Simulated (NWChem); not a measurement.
LiH; SMILES [LiH]

All runs: NWChem. Coordinates come from a PBE0/def2-SVP optimisation. Ions are spin-unrestricted doublets at the neutral geometry; other ion states weren't tried.

For level PBE/def2-SVP:

```yaml
vertical ionisation energy, ΔSCF (eV): 8.00
"−ε(HOMO) (eV)": 4.28
```

Question: What are these values for level B3LYP/def2-SVP?

Answer: The vertical ionisation energy, ΔSCF (eV) is 8.24 and the −ε(HOMO) (eV) comes out as 5.22.
